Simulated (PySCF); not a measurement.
# Electronic absorption of F2

F2.
Bonds: F1–F2.

Method: TDDFT CAM-B3LYP/aug-cc-pVTZ, vertical, gas phase, core orbitals frozen in the response in PySCF. Geometry: PBE0-D3(BJ)/def2-TZVP; no solvent, vibrations or thermal averaging.

Q: Predict the UV-vis stick spectrum at this level.

A: 

```json
{"state": "S1", "E (eV)": "4.89", "λ (nm)": "253.6", "f": "0.0001", "symmetry": "–", "main configurations (H = HOMO, L = LUMO)": "H-1/H→L (98%)"}
{"state": "S2", "E (eV)": "4.89", "λ (nm)": "253.6", "f": "0.0001", "symmetry": "–", "main configurations (H = HOMO, L = LUMO)": "H-1/H→L (98%)"}
{"state": "S3", "E (eV)": "8.84", "λ (nm)": "140.3", "f": "0.0000", "symmetry": "–", "main configurations (H = HOMO, L = LUMO)": "H-3/H-2→L (≥97%)"}
{"state": "S4", "E (eV)": "8.84", "λ (nm)": "140.3", "f": "0.0000", "symmetry": "–", "main configurations (H = HOMO, L = LUMO)": "H-3/H-2→L (≥97%)"}
{"state": "S5", "E (eV)": "12.28", "λ (nm)": "100.9", "f": "0.0000", "symmetry": "–", "main configurations (H = HOMO, L = LUMO)": "H-1/H→L+2 (≥96%)"}
{"state": "S6", "E (eV)": "12.28", "λ (nm)": "100.9", "f": "0.0000", "symmetry": "–", "main configurations (H = HOMO, L = LUMO)": "H-1/H→L+2 (≥96%)"}
{"state": "S7", "E (eV)": "12.82", "λ (nm)": "96.7", "f": "0.029", "symmetry": "Πu", "main configurations (H = HOMO, L = LUMO)": "H-1/H→L+1 (≥94%)"}
{"state": "S8", "E (eV)": "12.82", "λ (nm)": "96.7", "f": "0.029", "symmetry": "Πu", "main configurations (H = HOMO, L = LUMO)": "H-1/H→L+1 (≥94%)"}
{"state": "S9", "E (eV)": "12.93", "λ (nm)": "95.9", "f": "0.293", "symmetry": "Σu+", "main configurations (H = HOMO, L = LUMO)": "H-4→L (30%), H-1/H→L+3 (≥28%), H-1/H→L+4 (≥28%)"}
```

Triplets (Tamm–Dancoff): T1 3.46 eV, H-1/H→L (≥97%); T2 3.46 eV, H-1/H→L (≥97%); T3 7.47 eV, H-3/H-2→L (98%); T4 7.47 eV, H-3/H-2→L (98%).

The lowest singlet level (S1/S2) lies at 4.89 eV (254 nm, ultraviolet) and is dark (f under 0.0005). The most intense listed level is S9 at 12.93 eV (96 nm, f = 0.293), 8.04 eV above S1. It is the last of those listed, so stronger ones may follow. S1/S2, S3/S4, S5/S6 and S7/S8 lie within about 0.01 eV of each other in each set; the point group D∞h has degenerate representations, and within a degenerate level the listed configurations can mix freely. The oscillator strengths of these states sum to 0.352; summed over the whole spectrum of an exact calculation they would give the number of electrons, 18 (Thomas–Reiche–Kuhn). The listed states span 8.04 eV, and the widest gap between neighbours is 3.95 eV (S2 to S3). Weighted by f, the mean energy of these states is 12.91 eV. Symmetry labels in D∞h follow from the direction of the transition dipole and are given only for states with f of 0.002 or more. Orbitals of the list HOMO-3 to LUMO+2 that lie within 0.01 eV of each other are written together with a slash and their weights summed (≥ marks a lower bound); for degenerate orbitals outside that list single weights are arbitrary. Singlets were solved by full linear response, triplets in the Tamm–Dancoff approximation. The highest level found (13.31 eV, f 0.0000 so far) is left out, since the window may have cut off a degenerate partner.
